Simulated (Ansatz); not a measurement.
```xyz
17

C    -0.0076    0.0432   -0.0240
C     0.0082    0.8720    1.2219
C    -0.0345    0.0085    2.5017
C     0.0318    0.8940    3.8087
C     0.0336   -0.0144    5.1078
H     0.0300    0.6266   -0.8427
H     0.8450   -0.6427   -0.0320
H    -0.9375   -0.6342   -0.0288
H    -0.8649    1.5433    1.2706
H     0.8367    1.4836    1.2860
H     0.8421   -0.6441    2.5067
H    -0.9227   -0.6449    2.5654
H    -0.9234    1.4780    3.7843
H     0.9160    1.5097    3.7713
H     0.0301    0.6230    5.9191
H    -0.8577   -0.5984    5.0656
H     0.9376   -0.6266    5.1024
```

RHF-MP2 on singlet C5H12 was run in several spherical basis sets with Ansatz (development build ahead of 0.2.0). Frozen core: 5 orbitals.

Q: Rank the basis sets by the total energy that they give, lowest first, with the distance from the lowest.
A. 6-31G(d)
B. cc-pVDZ
C. def2-SVP

A: B (0.00 eV), A (2.50 eV), C (4.13 eV).

Totals follow the description of the cores as much as that of the bonds, so this order isn't one of quality for chemistry.
